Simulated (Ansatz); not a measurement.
## Which is lower?

The two ends of one reaction step of SiH₃O, doublet (PBE0-D4/def2-TZVP).

A:

H1  (-1.053, -1.108, -0.841)
Si2  (-0.024, 0.487, 0.384)
O3  (-0.423, -1.034, -0.123)
H4  (1.097, 0.307, 1.345)
H5  (0.404, 1.347, -0.765)
(Å)

B:

```
5
angstrom
H -1.4404 -0.2208 0.1378
Si 0.0231 0.0543 0.0252
O 0.5231 -1.2966 -0.7940
H 0.6361 0.1596 1.3742
H 0.2582 1.3036 -0.7432
```

Program: Ansatz 0.2.0. Basis: def2-TZVPP. Cores are frozen in the correlated methods; orbitals are unrestricted. B3LYP uses VWN-RPA correlation.

Problem. Which structure is lower at CCSD(T), and by how much? (Judge from chemistry; the value comes from the calculation.)

Solution. By the calculation: A, by 1.188 eV (electronic energy, against the other). By their contacts, A is SiH₃O ([OH][SiH2]) and B is SiH₃O ([O][SiH3]).

All methods give the same order:

```csv
method,E(B) − E(A) (eV)
SPW92,1.498
PBE-D4,1.241
BLYP-D4,1.089
r2SCAN-D4,1.168
B97M-V,1.038
PBE0-D4,1.214
B3LYP-D4,1.105
r2SCAN0-D4,1.137
BHLYP-D4,0.963
CAM-B3LYP-D4,1.147
wB97X-V,1.096
wB97M-V,1.126
B2PLYP,1.199
PBE-QIDH,1.269
RPA on PBE,1.070
HF,0.552
MP2,1.522
CCSD,1.129
CCSD(T),1.188
```

T1 diagnostic: at most 0.021. ⟨S²⟩ of the unrestricted Hartree–Fock references: 0.75 to 0.76 (a pure state has 0.75).

Labels in which every atom is bracketed show which atoms are joined, not bond orders.

For scale, one of the runs: CCSD(T)/def2-TZVPP, 115 basis functions, launched by `ansatz run in.yaml --threads 2 --pin off --events-out ev --progress --plain --max-ram 4352MiB`. Hardware: 2 CPU threads of an Arm Neoverse V1, shared host. Wall time 15 s; peak host memory 0.89 GiB.
